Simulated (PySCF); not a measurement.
Atomic charges by several schemes

Trans vinyl isocyanate, C3H3NO.
Geometry (PBE0-D3(BJ)/def2-SVP, Å), atoms numbered from 1 in this order:
```
atom  x, y, z in Å
C1    -0.9152   -0.4020    0.8886
C2    -0.6389    0.3940   -0.1497
N3     0.5702    0.4683   -0.8017
C4     1.7033    0.0975   -0.9314
O5     2.8162   -0.1910   -1.1427
H6    -1.9110   -0.3824    1.3337
H7    -0.1710   -1.0802    1.3131
H8    -1.3981    1.0667   -0.5598
```

Density: PBE0/pcSseg-1 (PySCF); schemes: Mulliken, IAO, Hirshfeld and ESP-fitted. One conformer (not necessarily the lowest) at the PBE0-D3(BJ)/def2-SVP geometry, without solvent, vibrations or thermal averaging.

Question: For which atoms does the sign change between the 4 schemes (beyond +0.03 e in one, beyond −0.03 e in another)?

Answer: For none.

Question: Which atoms carry the lowest charge in the Mulliken, IAO, Hirshfeld and ESP-fitted schemes?

Answer: The schemes don't all agree: Mulliken N3 (-0.551); IAO O5 (-0.360); Hirshfeld O5 (-0.193); ESP-fitted C1 (-0.594).

Question: Give the atomic charges in each scheme.

Answer: In e:

```json
{"atom": "C1", "environment": "terminal =CH2 carbon", "Mulliken": "-0.202", "IAO": "-0.336", "Hirshfeld": "-0.110", "ESP-fitted": "-0.594"}
{"atom": "C2", "environment": "vinylic carbon bearing nitrogen", "Mulliken": "+0.045", "IAO": "-0.027", "Hirshfeld": "+0.014", "ESP-fitted": "+0.205"}
{"atom": "N3", "environment": "isocyanate nitrogen", "Mulliken": "-0.551", "IAO": "-0.287", "Hirshfeld": "-0.127", "ESP-fitted": "-0.497"}
{"atom": "C4", "environment": "isocyanate carbon", "Mulliken": "+0.642", "IAO": "+0.526", "Hirshfeld": "+0.250", "ESP-fitted": "+0.716"}
{"atom": "O5", "environment": "oxygen bonded to C", "Mulliken": "-0.336", "IAO": "-0.360", "Hirshfeld": "-0.193", "ESP-fitted": "-0.416"}
{"atom": "H6", "environment": "vinylic hydrogen", "Mulliken": "+0.136", "IAO": "+0.163", "Hirshfeld": "+0.056", "ESP-fitted": "+0.210"}
{"atom": "H7", "environment": "vinylic hydrogen", "Mulliken": "+0.134", "IAO": "+0.155", "Hirshfeld": "+0.051", "ESP-fitted": "+0.254"}
{"atom": "H8", "environment": "vinylic hydrogen", "Mulliken": "+0.132", "IAO": "+0.167", "Hirshfeld": "+0.060", "ESP-fitted": "+0.122"}
```

Mean size of the charges over all atoms: ESP-fitted 0.377 e, Mulliken 0.272 e, IAO 0.253 e, Hirshfeld 0.107 e. Each set sums to the total charge, 0, to within 0.001 e. The Hirshfeld scheme divides the density at each point in proportion to the densities of the neutral, spherically averaged free atoms.

Question: Sum the charges by element, for elements with more than one atom.

Answer: 
| element | atoms | Mulliken | IAO | Hirshfeld | ESP-fitted |
| --- | --- | --- | --- | --- | --- |
| C | 3 | +0.485 | +0.162 | +0.154 | +0.327 |
| H | 3 | +0.402 | +0.485 | +0.166 | +0.587 |

Question: How many electrons does the Mulliken scheme count on N3?

Answer: Z − q = 7 − (-0.551) = 7.551.
